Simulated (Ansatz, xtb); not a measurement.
Ligand exchange: C3H8O + HOF → C3H8O2 + HF

Species: C3H8O `CCCO`, singlet; HOF (hypofluorous acid) `OF`, singlet; C3H8O2 (1,2-propanediol) `CC(O)CO`, singlet; HF (hydrogen fluoride), singlet. The partners trade H for OH: C–H and F–OH bonds give way to C–OH and F–H.

Shapes, held fixed at every level: PBE0-D4/def2-TZVP. Flexible molecules stand in one conformer, not always the lowest. Programs: Ansatz 0.2.0, xtb 6.7.1. The zero-point and thermal change to 298 K, harmonic and unscaled (PBE0-D4/def2-TZVP), is +1.3 kJ/mol.

Q: Estimate ΔH(298 K) of this reaction.

A: The highest level, CCSD(T)/CBS estimate, gives ΔH(298 K) = -365.9 kJ/mol; the levels span -365.9 to -240.1. GFN2-xTB strays far from the other rows. The column of differences is taken from that level and isn't an error. No measured value is set beside it here. The CBS estimate extrapolates MP2 from def2-TZVPP and def2-QZVPP and adds CCSD(T) − MP2 in the triple-zeta set, cores frozen.

```json
{"level": "GFN2-xTB", "kind": "semi-empirical", "ΔH(298 K) (kJ/mol)": "-240.1", "less CCSD(T)/CBS estimate": "+125.8"}
{"level": "SPW92/def2-TZVPP", "kind": "LDA", "ΔH(298 K) (kJ/mol)": "-359.2", "less CCSD(T)/CBS estimate": "+6.7"}
{"level": "PBE-D4/def2-TZVPP", "kind": "GGA", "ΔH(298 K) (kJ/mol)": "-329.2", "less CCSD(T)/CBS estimate": "+36.7"}
{"level": "B3LYP-D4/def2-TZVPP", "kind": "global hybrid", "ΔH(298 K) (kJ/mol)": "-341.5", "less CCSD(T)/CBS estimate": "+24.4"}
{"level": "B2PLYP/def2-TZVPP", "kind": "double hybrid", "ΔH(298 K) (kJ/mol)": "-351.2", "less CCSD(T)/CBS estimate": "+14.7"}
{"level": "MP2/def2-SVP", "kind": "perturbation theory", "ΔH(298 K) (kJ/mol)": "-365.6", "less CCSD(T)/CBS estimate": "+0.3"}
{"level": "CCSD/def2-SVP", "kind": "coupled cluster or CI", "ΔH(298 K) (kJ/mol)": "-349.4", "less CCSD(T)/CBS estimate": "+16.5"}
{"level": "CCSD(T)/CBS estimate", "kind": "coupled cluster or CI", "ΔH(298 K) (kJ/mol)": "-365.9", "less CCSD(T)/CBS estimate": "0.0"}
```
